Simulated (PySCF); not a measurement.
# A gas-phase reaction: H4OSi + FH → FH3Si + H2O

Wanted: the reaction energy for `O[SiH3]` + `F` → `F[SiH3]` + `O`.

Programs: PySCF 2.14.0. All values are calculated, for the isolated system unless a continuum is named. Atoms count from 0, parts from 1.

## 1. Starting point

Each species was relaxed by itself at PBE0-D3(BJ)/def2-SVPD.

## 2. Energies of the species: wB97M-D3(BJ)/def2-TZVPD

What the job is given:

```
{"job": {"kind": "react", "xc": "wB97M-D3(BJ)", "basis": "def2-TZVPD"}, "charge": 0, "multiplicity": 1}
-1 H4OSi charge 0 multiplicity 1
Si    -0.426060    -0.019720     0.021570
O      1.104710     0.642010    -0.163540
H     -0.568720    -0.686590     1.351240
H     -1.367600     1.125800    -0.082570
H     -0.712790    -1.023510    -1.047630
H      1.860410     0.052300    -0.124420

-1 FH charge 0 multiplicity 1
F      0.459120     0.029040     0.007250
H     -0.459120    -0.029040    -0.007250

+1 FH3Si charge 0 multiplicity 1
Si    -0.060520     0.003830     0.006770
F      1.568200    -0.088040     0.192390
H     -0.486350    -1.164880    -0.808320
H     -0.365200     1.283880    -0.686570
H     -0.673100    -0.032490     1.361600

+1 H2O charge 0 multiplicity 1
O     -0.002860     0.389350    -0.005480
H      0.764320    -0.189030     0.003270
H     -0.761440    -0.200280     0.002190
```

With the program's defaults for keys left out, this is: wB97M-D3(BJ)/def2-TZVPD reaction energy of separated species, gas phase.

The run is started by

```sh
$ OMP_NUM_THREADS=1 python cluster_run.py task.json out
```

This one command runs all jobs of the session in turn.

**Question.** The jobs that follow are: PBE0-D3(BJ)/def2-TZVPD reaction energy of separated species, gas phase; MP2/def2-TZVPD reaction energy of separated species, gas phase. Predict: reaction energy (wB97M-D3(BJ)/def2-TZVPD); ΔH, ΔG at 298 K (xTB thermal terms). Thermal terms come from harmonic xTB runs on each species.

As calculated:

```
                                                quantity                     value
               reaction energy (wB97M-D3(BJ)/def2-TZVPD)           -10.24 kcal/mol
                     ΔH, ΔG at 298 K (xTB thermal terms)       -9.8, -9.7 kcal/mol
range of the reaction energy over the runs of this table  -10.24 to -9.74 kcal/mol
```

In words: The reaction is exothermic by 9.8 kcal/mol in the gas phase; dispersion gives +0.33, and xTB itself gave -14.53 for the electronic energy (xTB energies and thermal terms come from the earlier relaxation of each species, not shown). No barrier was sought. The reaction energy runs from -10.24 (wB97M-D3(BJ)/def2-TZVPD) to -9.74 kcal/mol (PBE0-D3(BJ)/def2-TZVPD).
